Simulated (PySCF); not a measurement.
State search for HF

Unrestricted PBE0; PySCF, no relativity, basis sets H def2-TZVP, F def2-TZVP. Outer shells of the fragments: H 1s1; F 2s2 2p5.

Followed along the bond (rough minima from three points):

```
2Ms+1  unpaired  ⟨S²⟩ at the start  R at minimum (Å)  Te (eV)
    1      none               0.00              0.92     0.00
```

Solutions found at the starting distance of 0.935 Å, counted from the lowest of them; the search is not exhaustive and high or unbound solutions are not listed, so other states can lie among these:

| 2Ms+1 | unpaired | term | E (eV) | ⟨S²⟩ | ⟨Lz²⟩ | μ (D) |
| --- | --- | --- | --- | --- | --- | --- |
| 1 | none | ¹Σ⁺ | 0.00 | 0.00 | 0.00 | -1.95 |
| 3 | σ ↑, π ↑ | ³Π | 9.86 | 2.00 | 1.00 | 2.50 |

A term symbol is given only where ⟨S²⟩ and ⟨Lz²⟩ are close to those of a pure state; real π, δ and φ orbitals otherwise mix terms. A positive dipole means H(−)F(+).

Counting both spins, an empty level lies below a filled one in some of these solutions, because spin and occupation are held.
